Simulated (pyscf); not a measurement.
•HN–SiH₂–O–SiH₂–F + H• → F–N•–SiH₃ + •O–SiH₃ (multi-bond step; triplet surface; H–N, F–Si, O–Si broken, F–N, H–Si, H–Si formed). PySCF, gas phase, ωB97X-D3(BJ)/def2-SVP geometries. Energies in kcal/mol from the separated reactants.

| level | barrier | reaction energy |
|---|---|---|
| r²SCAN/def2-TZVP | 155.2 | +126.2 |
| B3LYP-D3(BJ)/def2-TZVP | 152.5 | +123.7 |
| PBE0-D3(BJ)/def2-TZVP | 155.4 | +126.4 |
| M06-2X/def2-TZVP | 163.1 | +136.0 |
| ωB97M-D3(BJ)/def2-TZVP | (withheld) | +128.8 |
| HF/def2-TZVP | (withheld) | (withheld) |

**Question.** Complete the blanks.

**Answer.** 
- ωB97M-D3(BJ)/def2-TZVP, barrier: 157.5
- HF/def2-TZVP, barrier: 177.3
- HF/def2-TZVP, reaction energy: +126.9

The functionals in the table span 10.6 kcal/mol in this barrier, from B3LYP-D3(BJ) to M06-2X. This saddle turned up in a search for another step; its sides and bond changes are read from the two ends of the descent. The same reactants have a lower exit, to HN=SiH₂ + •O–SiH₂–F + H• (no saddle counted: cutting one bond, which may have a small barrier of its own, costs +88.7 kcal/mol at ωB97M-D3(BJ)/def2-TZVP, against +157.5 kcal/mol here). •HN–SiH₂–O–SiH₂–F + H• also meet on a surface of lower spin, which isn't treated here. F–N•–SiH₃ + •O–SiH₃ also meet on a surface of lower spin, which isn't treated here. F–N•–SiH₃ lies 106.3 kcal/mol over its isomer H₂N–SiH•–F (electronic energy, ωB97M-D3(BJ)/def2-TZVP). •O–SiH₃ lies 24.9 kcal/mol over its isomer HO–SiH₂• (electronic energy, ωB97M-D3(BJ)/def2-TZVP). One saddle was located; it need not be the lowest between these sides.
